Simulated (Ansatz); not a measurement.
Cost and result for the atomization energy of C₄H₅N (`C=CCC#N`) (10 atoms, 9 bonds).

| atom | x (Å) | y (Å) | z (Å) |
| --- | --- | --- | --- |
| C1 | 0.3321 | 0.1700 | -1.6378 |
| C2 | 0.3558 | 0.4989 | -0.3571 |
| C3 | -0.6079 | -0.0450 | 0.6582 |
| C4 | 0.0713 | -0.6903 | 1.7741 |
| N5 | 0.6193 | -1.1911 | 2.6514 |
| H6 | -0.3900 | -0.5384 | -2.0314 |
| H7 | 1.0365 | 0.5973 | -2.3410 |
| H8 | 1.0941 | 1.2019 | 0.0175 |
| H9 | -1.2873 | -0.7662 | 0.1962 |
| H10 | -1.2240 | 0.7629 | 1.0698 |

The species carries charge 0 and has multiplicity 1. Geometry: relaxed with PBE0-D4/def2-TZVP. It is one conformer, not always the lowest. Program: Ansatz. All runs use 2 threads of a server CPU on a shared host. Times are those of one run each, without the atoms' runs, and a repeat can differ threefold. Electronic energies, without spin–orbit coupling; frozen cores. CCSD(T)/CBS adds CCSD(T) − MP2 in def2-TZVPP to the MP2 limit, and its time is that of the two runs behind it. T1 = 0.012. B3LYP takes the VWN-RPA correlation (the form of Gaussian; ORCA's B3LYP/G).

CCSD(T)/CBS is a level of theory with its own doubt, some kJ/mol a heavy atom from the limit and from the frozen cores, so smaller differences don't rank the functionals.

| level | functions | wall time |
| --- | --- | --- |
| LDA (SPW92)/def2-TZVPP | 225 | 2.4 s |
| revPBE-D4/def2-TZVPP | 225 | 4.1 s |
| BLYP-D4/def2-TZVPP | 225 | 4.1 s |
| PBE-D4/def2-TZVPP (with forces) | 225 | 5.5 s |
| CAM-B3LYP-D4/def2-TZVPP | 225 | 6.5 s |
| B3LYP-D4/def2-TZVPP (with forces) | 225 | 9 s |
| CCSD(T)/def2-SVP | 95 | 9.5 s |
| r2SCAN-D4/def2-TZVPP (with forces) | 225 | 10 s |
| B2PLYP/def2-TZVPP | 225 | 11 s |
| ωB97M-V/def2-TZVPP (with forces) | 225 | 23 s |
| MP2/def2-QZVPP | 435 | 48 s |
| CCSD(T)/def2-TZVPP | 225 | 3.7 min |
| CCSD(T)/CBS(def2) | – | 4.5 min |

(1) What atomization energy does each give, and how far from CCSD(T)/CBS? (Estimate.)

## Answers

(1) The calculation gave: 
```json
{"level": "LDA (SPW92)/def2-TZVPP", "atomization (kJ/mol)": "5075.5", "difference from CCSD(T)/CBS": "668.7", "per bond": "74.3"}
{"level": "revPBE-D4/def2-TZVPP", "atomization (kJ/mol)": "4451.6", "difference from CCSD(T)/CBS": "44.8", "per bond": "5.0"}
{"level": "BLYP-D4/def2-TZVPP", "atomization (kJ/mol)": "4451.9", "difference from CCSD(T)/CBS": "45.1", "per bond": "5.0"}
{"level": "PBE-D4/def2-TZVPP (with forces)", "atomization (kJ/mol)": "4569.7", "difference from CCSD(T)/CBS": "162.9", "per bond": "18.1"}
{"level": "CAM-B3LYP-D4/def2-TZVPP", "atomization (kJ/mol)": "4438.1", "difference from CCSD(T)/CBS": "31.3", "per bond": "3.5"}
{"level": "B3LYP-D4/def2-TZVPP (with forces)", "atomization (kJ/mol)": "4431.4", "difference from CCSD(T)/CBS": "24.6", "per bond": "2.7"}
{"level": "CCSD(T)/def2-SVP", "atomization (kJ/mol)": "4231.2", "difference from CCSD(T)/CBS": "-175.6", "per bond": "-19.5"}
{"level": "r2SCAN-D4/def2-TZVPP (with forces)", "atomization (kJ/mol)": "4416.6", "difference from CCSD(T)/CBS": "9.8", "per bond": "1.1"}
{"level": "B2PLYP/def2-TZVPP", "atomization (kJ/mol)": "4395.2", "difference from CCSD(T)/CBS": "-11.6", "per bond": "-1.3"}
{"level": "ωB97M-V/def2-TZVPP (with forces)", "atomization (kJ/mol)": "4432.1", "difference from CCSD(T)/CBS": "25.3", "per bond": "2.8"}
{"level": "MP2/def2-QZVPP", "atomization (kJ/mol)": "4464.6", "difference from CCSD(T)/CBS": "57.8", "per bond": "6.4"}
{"level": "CCSD(T)/def2-TZVPP", "atomization (kJ/mol)": "4298.2", "difference from CCSD(T)/CBS": "-108.6", "per bond": "-12.1"}
{"level": "CCSD(T)/CBS(def2)", "atomization (kJ/mol)": "4406.8", "difference from CCSD(T)/CBS": "0.0", "per bond": "0.0"}
```

In def2-TZVPP, CCSD(T) changes the Hartree–Fock value by +1120.4 kJ/mol (the triples alone add +80.7 kJ/mol) and MP2 by +1222.9 kJ/mol; breaking electron pairs costs correlation energy, which Hartree–Fock lacks. From BLYP to BHLYP (50 % exact exchange), in def2-TZVPP and without D4, the atomization energy moves by −163.6 kJ/mol: exact exchange takes away binding that semilocal exchange gives to molecules. At CCSD(T), def2-SVP lies −175.5 kJ/mol from the extrapolated value and def2-TZVPP −108.6 kJ/mol: correlation converges slowly with the basis, and small sets miss more of it in the bonded molecule than in its fragments.
